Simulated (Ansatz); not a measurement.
## BH, triplet in cc-pVQZ: errors against full CI

Geometry: a point of a stretch scan, not a stationary point.

```csv
atom,x (Å),y (Å),z (Å)
B,0.0000,0.0000,0.0000
H,0.0000,0.0000,1.6330
```

Basis cc-pVQZ; Ansatz 0.2.0. Correlated methods freeze the noble-gas cores, which leaves 4 electrons in 84 orbitals. Prefix R: restricted or restricted open-shell reference; prefix U: unrestricted. Active spaces: valence = (4e, 5o) chosen from the atoms' valence shells.

Full CI is exact within this basis and frozen core; it isn't the basis-set limit. The frozen core follows each run's orbitals, which can shift R against U totals by a few meV.

```
UHF ⟨S²⟩                          : 2.037
T1 diagnostic (RCCSD)             : 0.0522
largest doubles amplitude (RCCSD) : 0.083
T1 diagnostic (UCCSD)             : 0.0315
```

```
   level  E − E(RHF) (eV)
     UHF          -0.1284
    RMP2          -1.6158
    UMP2          -1.6278
   RCCSD          -2.1403
   UCCSD          -2.1532
RCCSD(T)          -2.2129
UCCSD(T)          -2.2163
```

Question: Estimate how far full CI in cc-pVQZ lies from RCCSD(T). The table doesn't fix it; the size of (T) and the diagnostics are the guide.

Answer: Full CI in cc-pVQZ lies 2.2 kJ/mol below RCCSD(T), which is 32 % of the (T) step (-7.0 kJ/mol). T1 is raised, and the rest is a large part of (T).

The other levels:

```tsv
level	E − E(full CI) (kJ/mol)	share of correlation (%)	wall time
BCCD(T)	2.0	99.06	5.5 s
RCCSDT	0.1	99.93	–
UCCSDT	0.1	99.98	–
RCCSDT(Q)	0.0	99.99	97 s
UCCSDT(Q)	-0.1	100.02	91 s
CASSCF (valence space)	122.4	43.29	–
NEVPT2 (valence space)	30.7	85.76	2.4 s
```

The correlation energy at full CI, counted from RHF, is -2.236 eV. That run took 62 s on 1 thread of Arm Neoverse N1, shared host over 3,037,760 determinants.

Times hold each run's SCF and search for its determinant on a shared host, so for small cases they say little of a method's own cost; they ran on 1 thread of Arm Neoverse N1.

The full-CI state has the irrep B1 of C2v, in the program's axes (one component, if the state is degenerate).

Natural occupations of full CI about the gap: 1.907 0.988 0.985 0.048 0.028 0.009 0.006 0.006 0.006 0.004; effectively unpaired electrons, Σ n²(2−n)², 2.04.
